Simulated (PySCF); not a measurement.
## Trend along the third period: MNa molecules

CCSD(T) with double-zeta basis sets in PySCF, for the lowest determinant that a PBE0 search found; no spin–orbit coupling. De refers to high-spin ground-configuration atoms.

| M | basis | reference, frozen orbitals | state (unpaired electrons) | Re (Å) | ωe (cm⁻¹) | De (eV) |
| --- | --- | --- | --- | --- | --- | --- |
| Na | x2c-SVPall | RHF, 2 | singlet (closed shell) | 3.215 | 150 | 0.69 |
| Si | def2-SVPD | UHF, 6 | quartet (σ ↑, π ↑↑) | 2.742 | 256 | 1.35 |
| P | x2c-SVPall | ROHF, 6 | triplet (π ↑↑) | 2.733 | 248 | 0.75 |
| S | cc-pVDZ/cc-pV(D+d)Z | UHF, 6 | doublet (π ↑) | 2.535 | 317 | 2.09 |
| Cl | def2-SVP | RHF, 6 | singlet (closed shell) | 2.355 | 385 | 3.69 |

Question: By what factor does the well depth vary along the series?

Answer: At CCSD(T) it runs from 0.69 eV (Na2) to 3.69 eV (NaCl), a factor of 5.35.

The rows differ in basis set, which adds steps of its own.

The state changes along the series, so neighbouring rows are not always alike in their bonding.

Correlated steps freeze the inner cores (2 to 6 orbitals); shallow outer-core shells are correlated. UHF and ROHF references stand side by side, which adds small steps between rows. Correlated levels converge slowly with the basis: in double zeta they bind strong bonds too weakly, by up to about 1 eV, and carry superposition errors of some tenths. Where the molecule has an RHF reference, its open-shell atoms are computed with UHF. States were picked by a PBE0 search and need not be the measured ground states.
